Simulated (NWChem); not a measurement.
System: DMSO (C2H6OS); SMILES CS(=O)C

The following NWChem deck was run.

```
start job
memory heap 200 mb stack 900 mb global 1100 mb
geometry units angstroms noautoz
  C      0.821751     1.355139     0.192035
  S     -0.208845     0.000494    -0.442998
  C      0.815102    -1.359108     0.192193
  O     -1.460187     0.003604     0.385430
  H      0.284641     2.283002    -0.046643
  H      1.809545     1.356207    -0.291297
  H      0.904558     1.247703     1.283356
  H      0.898395    -1.251962     1.283505
  H      0.273472    -2.284361    -0.046403
  H      1.802895    -1.365054    -0.291107
end
basis spherical
  * library def2-tzvpd
end
dft
  xc b3lyp
  iterations 150
  semidirect filesize 400000000
  mulliken
end
task dft energy
```

Coordinates come from a PBE0/def2-SVP optimisation.

Task: What results follow from this input? (B3LYP/def2-TZVPD.) Quantities: energy (Ha); highest occupied level (eV); orbital gap (eV); dipole (D).

Result: 
```json
{
  "energy (Ha)": "-553.31",
  "highest occupied level (eV)": "-6.55",
  "orbital gap (eV)": "6.41",
  "dipole (D)": "4.05"
}
```
